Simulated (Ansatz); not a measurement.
## Cubic perovskite BaTiO3 (cubic high-temperature phase)

All values below come from B3LYP (VWN-RPA form) (Ansatz, a quantum-chemistry and plane-wave program, PAW).

Run with plane-wave cutoff 460 eV, 6×6×6 k mesh, Fermi–Dirac smearing 0.01 eV, no spin polarisation, scalar-relativistic PAW data made under PBE.

Cell: measured lattice: a = b = c = 4.0010 Å, α = β = γ = 90.00°.

```
Quantity                                                          Result
-------------------------------------------  ---------------------------
band gap                                     3.53 eV (on the SCF k mesh)
smallest direct gap on the k points sampled                      3.60 eV
```

Measured, for comparison: band gap 3.2 eV (temperature not stated, no zero-point or thermal correction; as tabulated in Matsushita et al. (2011), arXiv:1104.2769).

Note: held by symmetry at 0 K, a high-temperature phase can be a saddle point; cell and atoms aren't relaxed at this level (pressure 2.3 GPa).

Spin–orbit coupling is not included.

It cost around 2.5 core-minutes (rough) of CPU time.
